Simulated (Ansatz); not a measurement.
Input for Ansatz (development build ahead of 0.2.0):

```yaml
crystal:
  periodic: [false, false, false]
  atoms:
    - { symbol: Mg, position_ang: [0.0, 0.0, 0.0] }
    - { symbol: S, position_ang: [0.0, 0.0, 2.3764] }
basis:
  gaussian: { orbitals: pcseg-2 }
hamiltonian:
  xc: { name: wB97X }
```

The input is written out in the form of the current development build from the run's settings.

Results

* Converged: yes
* Total energy: -598.23559 hartree
* Spin squared of the determinant: 0.000
* Stability test: minimum among restricted orbitals
